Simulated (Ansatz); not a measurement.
## A basis-limit estimate, worked out

An elementary step of SiNH5S, singlet (SiNH₅S ([NH2][SiH2][SH]) → SiNH₃ ([NH][SiH2]) + H₂S; bonds formed: S2–H4; bonds broken: Si1–S2, N3–H4). “Start” is the structure reached by relaxing down from the saddle towards the reactants; PBE0-D4/def2-TZVP structures. The saddle:

| atom | x (Å) | y (Å) | z (Å) |
| --- | --- | --- | --- |
| Si1 | -0.3529 | 0.2442 | 0.7631 |
| S2 | 1.3334 | 0.5315 | -1.0760 |
| N3 | -1.2029 | -0.7833 | -0.1559 |
| H4 | 0.2376 | -0.3697 | -1.2300 |
| H5 | 0.6180 | -0.3045 | 1.7397 |
| H6 | -0.6818 | 1.6556 | 1.1181 |
| H7 | 2.1513 | -0.4283 | -0.6119 |
| H8 | -2.1028 | -0.5455 | -0.5472 |

Ansatz 0.2.0; basis: def2-TZVPP and def2-QZVPP; cores frozen in the correlated methods.

Energies in eV:

| quantity | saddle | start |
| --- | --- | --- |
| Hartree–Fock, triple zeta (X = 3) | -20239.92750 | -20243.51321 |
| Hartree–Fock, quadruple zeta (X = 4) | -20240.57708 | -20244.15656 |
| MP2 correlation, X = 3 | -14.81664 | -14.20768 |
| MP2 correlation, X = 4 | -15.94114 | -15.33605 |
| CCSD(T) correlation, X = 3 | -16.53560 | -15.95812 |

(1) Work out the barrier at the basis limit: extrapolate Hartree–Fock as E(X) = E∞ + A exp(−7.88 √X) and the MP2 correlation as E(X) = E∞ + B X^−2.97 (the exponents that Neese and Valeev fitted for def2-TZVPP and QZVPP), then add CCSD(T) − MP2 in triple zeta.

No T1 diagnostic of these runs exceeds 0.016.

## Answers

(1) Each step is linear, so take the differences first (saddle − start): Hartree–Fock 3.58571 (X = 3) and 3.57948 (X = 4); MP2 correlation -0.60896 and -0.60509; CCSD(T) correlation -0.57748.
Two points give E∞ = E(4) + w [E(4) − E(3)], with w = 1/(exp(7.88 (2 − √3)) − 1) = 0.1377 for Hartree–Fock and w = 1/((4/3)^2.97 − 1) = 0.7407 for the correlation.
Hartree–Fock: 3.57948 + 0.1377 × (-0.00623) = 3.5786 eV.
MP2 correlation: -0.60509 + 0.7407 × 0.00387 = -0.6022 eV.
CCSD(T) − MP2: -0.57748 − (-0.60896) = 0.0315 eV.
Sum: 3.5786 + (-0.6022) + 0.0315 = 3.0079 eV, or 69.36 kcal/mol. Plain CCSD(T) in triple zeta gives 3.0082 eV, so the larger basis shifts the result by -0.0003 eV.

Labels in which every atom is bracketed show which atoms are joined, not bond orders.

For scale, one of the runs: CCSD(T)/def2-TZVPP, 185 basis functions, launched by `ansatz run in.yaml --threads 2 --pin off --events-out ev --progress --plain --max-ram 4352MiB`. Hardware: 2 CPU threads of an Intel Xeon Platinum 8259CL, shared host. Wall time 29 s; peak host memory 1.8 GiB.
